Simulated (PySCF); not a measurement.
1-chloropropane (C₃H₇Cl), SMILES CCCCl. Coordinates come from a PBE0-D3(BJ)/def2-SVP optimisation. The values are those of a single conformer.

Give the equilibrium geometry at PBE0-D3(BJ)/def2-SVP (PySCF confirms it by a frequency run) as bond lengths and angles. (An estimate is asked for; the answer gives what the named calculation found.)

One answer among several that fit: 
Atoms: C1 C2 C3 Cl4 H5 H6 H7 H8 H9 H10 H11. Bonded distances (Å): C1–C2 1.519, C1–H5 1.102, C1–H6 1.100, C1–H7 1.100, C2–C3 1.514, C2–H8 1.103, C2–H9 1.105, C3–Cl4 1.794, C3–H10 1.100, C3–H11 1.098. Bond angles (°): C2–C1–H5 111.3, C2–C1–H6 111.2, C2–C1–H7 110.7, H5–C1–H6 107.8, H5–C1–H7 107.7, H6–C1–H7 108.1, C1–C2–C3 114.2, C1–C2–H8 110.3, C1–C2–H9 110.2, C3–C2–H8 108.7, C3–C2–H9 106.9, H8–C2–H9 106.3, C2–C3–Cl4 112.2, C2–C3–H10 111.5, C2–C3–H11 111.5, Cl4–C3–H10 106.5, Cl4–C3–H11 106.4, H10–C3–H11 108.4.
